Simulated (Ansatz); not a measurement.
The input, for Ansatz 0.2.0:

```yaml
crystal:
  periodic: [false, false, false]
  atoms:
    - {symbol: Si, position_ang: [0.000000, -0.088069, 1.200716]}
    - {symbol: Al, position_ang: [0.000000, 0.045214, -1.184371]}
    - {symbol: H, position_ang: [0.000000, 1.090439, 2.125646]}
    - {symbol: H, position_ang: [0.000000, 1.468638, -1.885604]}
    - {symbol: H, position_ang: [0.000000, -1.315430, -1.992670]}
basis:
  gaussian: {orbitals: 6-31G}
magnetization: {spin_polarized: true, initial_magnetization: 2}
correlation: {method: bccd, electrons: outside_noble_gas}
```

```sh
$ ansatz run in.yaml --threads 1 --pin off --events-out ev --progress --plain --max-ram 2393MiB
```

Output:

```
374 factors; integrals over basis functions are off by at most 2.0e-4 eV
mean field evaluation 1: about -14487.8211 eV, gradient 6.4e0 eV
mean field evaluation 2: about -14487.8252 eV, gradient 6.4e0 eV
mean field evaluation 4: about -14488.6617 eV, gradient 9.3e-1 eV
mean field evaluation 8: about -14488.7046 eV, gradient 3.0e-3 eV
mean field evaluation 16: about -14488.6984 eV, gradient 1.8e-1 eV
mean field -14488.70464496 eV, -532.4500749057 hartree, gradient 4.5e-6 eV, S^2 2.010198; 0 other end points of the search recorded, 0 dependent functions left out
10 core orbitals not correlated: weight in the atoms' cores, before any rotation towards them, 1.000 or more for the frozen orbitals, at most 0.000 for the correlated occupied ones
reference -14488.70464496 eV, -532.4500749057 hartree; 6, 4 occupied and 16, 18 virtual orbitals, 374 factors
second order -1.78066243 eV of doubles, -0.00000000 eV of singles
cycle   1  -2.24846886 eV  change   -4.7e-1 eV  update   6.4e-2
cycle   2  -2.48538152 eV  change   -2.4e-1 eV  update   2.9e-2
cycle   3  -2.49553258 eV  change   -1.0e-2 eV  update   1.0e-2
cycle   4  -2.49561062 eV  change   -7.8e-5 eV  update   4.4e-3
cycle   5  -2.49493990 eV  change    6.7e-4 eV  update   1.8e-3
cycle   6  -2.49449150 eV  change    4.5e-4 eV  update   6.1e-4
cycle   7  -2.49464852 eV  change   -1.6e-4 eV  update   2.5e-4
cycle   8  -2.49469309 eV  change   -4.5e-5 eV  update   1.1e-4
cycle   9  -2.49461460 eV  change    7.8e-5 eV  update   4.2e-5
cycle  10  -2.49462517 eV  change   -1.1e-5 eV  update   1.6e-5
cycle  11  -2.49462767 eV  change   -2.5e-6 eV  update   6.2e-6
Total energy: -14491.19927263 eV, -532.5417507815 hartree
```

Ran on 1 thread of Arm Neoverse N1, shared host: 0.84 s wall, 0.08 GiB peak host memory.
